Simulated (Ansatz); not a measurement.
Relaxation of C₃H₈FN (13 atoms, charge 0, multiplicity 1), to a largest force component of 0.02 eV/Å in at most 40 steps.

Level of theory: UKS CAM-B3LYP-D4/STO-3G (Ansatz 0.2.0).

```xyz
13
Properties=species:S:1:pos:R:3
C -1.677 0.206 -0.735
N -0.560 -0.529 -0.355
C 0.356 0.309 0.359
C 1.651 -0.505 0.834
F 0.845 1.253 -0.500
H -1.458 1.105 -1.399
H -2.232 0.635 0.134
H -2.380 -0.374 -1.304
H -0.080 -0.826 -1.158
H -0.077 0.803 1.254
H 1.261 -1.311 1.545
H 2.121 -0.957 0.005
H 2.250 0.155 1.335
```

Where does it end, and by what steps?

It converged. Limits of this set-up: minimal basis. After 6 steps the energy has fallen by 0.976 eV; F5 moved furthest, 0.13 Å.

```tsv
step	energy less start (eV)	largest force component (eV/Å)	accepted
0	0.0000	5.284	yes
1	-0.8839	1.279	yes
2	-0.9615	0.352	yes
3	-0.9718	0.142	yes
4	-0.9752	0.082	yes
5	-0.9755	0.051	yes
6	-0.9757	0.011	yes
```

```xyz
13
Properties=species:S:1:pos:R:3
C -1.748 0.256 -0.780
N -0.584 -0.560 -0.285
C 0.422 0.345 0.383
C 1.642 -0.512 0.847
F 0.847 1.383 -0.465
H -1.448 1.107 -1.418
H -2.299 0.649 0.088
H -2.419 -0.400 -1.355
H -0.101 -0.932 -1.147
H -0.090 0.784 1.274
H 1.298 -1.295 1.533
H 2.125 -0.983 -0.019
H 2.375 0.123 1.359
```

Whether the end is a true minimum wasn't checked by a vibrational analysis.

Time of the run: 30 s on 1 thread of Arm Neoverse V1, with other jobs on the host, peak memory 0.15 GiB.
